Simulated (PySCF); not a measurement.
# Two-photon absorption: methoxyacetaldehyde (COCC=O, C3H6O2)

Molfile (atoms numbered from 1):
```
C3H6O2
     RDKit          3D

 11 10  0  0  0  0  0  0  0  0999 V2000
   -0.1587   -1.0479    1.2702 C   0  0  0  0  0  0  0  0  0  0  0  0
    0.8312   -0.6109    0.3720 O   0  0  0  0  0  0  0  0  0  0  0  0
    0.5548    0.6547   -0.1488 C   0  0  0  0  0  0  0  0  0  0  0  0
   -0.5341    0.6309   -1.1980 C   0  0  0  0  0  0  0  0  0  0  0  0
   -1.1491    1.5980   -1.5478 O   0  0  0  0  0  0  0  0  0  0  0  0
   -0.2319   -0.3762    2.1357 H   0  0  0  0  0  0  0  0  0  0  0  0
    0.1279   -2.0416    1.6119 H   0  0  0  0  0  0  0  0  0  0  0  0
   -1.1474   -1.1090    0.7959 H   0  0  0  0  0  0  0  0  0  0  0  0
    1.4662    1.0083   -0.6447 H   0  0  0  0  0  0  0  0  0  0  0  0
    0.2937    1.3863    0.6285 H   0  0  0  0  0  0  0  0  0  0  0  0
   -0.7040   -0.3702   -1.6544 H   0  0  0  0  0  0  0  0  0  0  0  0
  1  2  1  0
  2  3  1  0
  3  4  1  0
  4  5  2  0
  1  6  1  0
  1  7  1  0
  1  8  1  0
  3  9  1  0
  3 10  1  0
  4 11  1  0
M  END
```

Computed, not measured: TDDFT CAM-B3LYP/def2-TZVPD excited states, vertical, gas phase (PySCF 2.14.0). Geometry: PBE0-D3(BJ)/def2-TZVP.

Question: How strongly do the lowest singlets absorb one photon, and two photons of half the energy?

Answer: δ for parallel linear polarisation; σ at the peak of a Lorentzian of half width 0.1 eV, single beam; Ω is circular over linear.
```
state  E (eV)      f  photon λ (nm)  δ (au)  σ (GM)     Ω                                main
   S1    4.14  0.000            598    0.57    0.00  0.83    HOMO→LUMO 0.87, HOMO−1→LUMO 0.09
   S2    6.52  0.001            380    2.42    0.04  1.00    HOMO−1→LUMO 0.84, HOMO→LUMO 0.11
   S3    6.93  0.007            358     126    2.22  0.52  HOMO→LUMO+1 0.79, HOMO→LUMO+3 0.10
   S4    7.32  0.027            339      31    0.61  0.55  HOMO→LUMO+3 0.55, HOMO→LUMO+2 0.19
   S5    7.53  0.028            329    35.7    0.74  1.19  HOMO→LUMO+2 0.62, HOMO→LUMO+4 0.13
   S6    7.67  0.063            324    8.57    0.18  1.40  HOMO→LUMO+4 0.64, HOMO→LUMO+3 0.18
```

Among these, the strongest one-photon state is S6, the strongest two-photon state S3, with a dipole change of 1.3 D (relaxed, norm of the difference vector).
